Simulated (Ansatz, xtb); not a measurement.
**Ranking isomers of C4H6ClN**

3 gas-phase structures of C4H6ClN, from a drawn sample of its isomers (lower ones may exist). Each was relaxed with GFN2-xTB; where two conformers were screened, the lower at r2SCAN-D4/def2-SVP is listed:

A. `C[C@@H](C#N)CCl`, a singlet
B. `N#CCCCCl`, a singlet
C. `C[C@@H](Cl)CC#N`, a singlet

Question: Which do you expect lowest at r2SCAN-D4/def2-SVP, and how would the others follow?

Answer: Calculated order at r2SCAN-D4/def2-SVP: C (0.000), B (0.050), A (0.118) eV.

Energies above the lowest of each column, in eV; the last columns are at B3LYP-D3(BJ)/def2-SVP geometries:

```json
{"structure": "C", "GFN2-xTB": "0.000", "HF/STO-3G": "0.000", "r2SCAN-D4/def2-SVP": "0.000", "B3LYP-D3(BJ)/def2-SVP": "0.000", "CCSD(T)/def2-SVP + ΔMP2/def2-TZVPP": "0.000"}
{"structure": "B", "GFN2-xTB": "0.095", "HF/STO-3G": "0.011", "r2SCAN-D4/def2-SVP": "0.050", "B3LYP-D3(BJ)/def2-SVP": "0.030", "CCSD(T)/def2-SVP + ΔMP2/def2-TZVPP": "0.049"}
{"structure": "A", "GFN2-xTB": "0.124", "HF/STO-3G": "0.063", "r2SCAN-D4/def2-SVP": "0.118", "B3LYP-D3(BJ)/def2-SVP": "0.104", "CCSD(T)/def2-SVP + ΔMP2/def2-TZVPP": "0.086"}
```

Every level run on C puts it lowest or level with the lowest. Flexible structures stand in one conformer each, not always the lowest. ΔMP2 is the change of the MP2 energy from the smaller to the larger basis.

Programs: Ansatz 0.2.0, xtb 6.7.1.
